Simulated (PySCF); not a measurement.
Published values to compare with (the computed states carry no symmetry labels, so the two lists aren't matched line by line):

```json
{"state": "3A2(n→π*)", "E (eV)": "7.06", "f": "", "kind of transition": "vertical absorption", "source": "[1]"}
{"state": "1A2(n→π*)", "E (eV)": "7.29", "f": "", "kind of transition": "vertical absorption", "source": "[2]"}
{"state": "1A2(n→π*)", "E (eV)": "7.31", "f": "", "kind of transition": "vertical absorption", "source": "[1]"}
```

[1] computed, theoretical best estimate (aug-cc-pVTZ, frozen core, CC3 geometry), gas; Veril, Scemama, Caffarel, Lipparini, Boggio-Pasqua, Jacquemin, Loos, WIREs Comput. Mol. Sci. 2021, 11, e1517 (QUESTDB)
[2] computed, theoretical best estimate (aug-cc-pVTZ), revised with CC4, gas; Loos, Lipparini, Matthews, Blondel, Jacquemin, revising reference values with EOM-CC4 (2022), arXiv:2204.11658

Compound: carbonyl fluoride, CF2O.
InChI=1S/CF2O/c2-1(3)4

Method: TDDFT CAM-B3LYP/def2-SVPD, vertical, gas phase, core orbitals frozen in the response in PySCF. Geometry: GFN2-xTB; no solvent, vibrations or thermal averaging.

Computed singlets: 7.29 eV (f 0.000); 9.37 eV (f 0.031); 10.29 eV (f 0.173); 10.46 eV (f 0.006); 10.54 eV (f 0.000); 10.96 eV (f 0.008); 11.65 eV (f 0.000); 11.81 eV (f 0.000). Computed triplets (Tamm–Dancoff): 6.77, 7.32, 9.09 eV.

Q: How does the lowest computed triplet compare with the best estimate listed for the lowest triplet (vertical absorption)?

A: 6.77 eV against 7.06 eV for 3A2(n→π*) [1]: a difference of -0.29 eV. Geometry and basis of the two calculations needn't be the same.

Note on [2]: revises the 2021 QUESTDB value.
